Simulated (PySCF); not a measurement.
# How methods differ on the ionisation energy of C

C [He] 2s2 2p2 (3P) → C⁺ [He] 2s2 2p1 (2P), as a difference of total energies. Calculation: PySCF 2.14, in aug-cc-pVDZ; the non-relativistic Hamiltonian (point nucleus). Correlated levels: valence: 1s2 frozen. The calculations carry no spin-orbit coupling.

Q: Order these methods by the ionisation energy they give, lowest first.
A. wB97X-V
B. PBE
C. wB97M-V
D. SCS-MP2 (valence)

A: D (11.036 eV), C (11.319 eV), A (11.373 eV), B (11.565 eV).

Errors of the correlated levels include the incompleteness of this basis and the frozen core.

For comparison: 11.262 eV (measured; NIST levels, between the centres of gravity of the two terms).
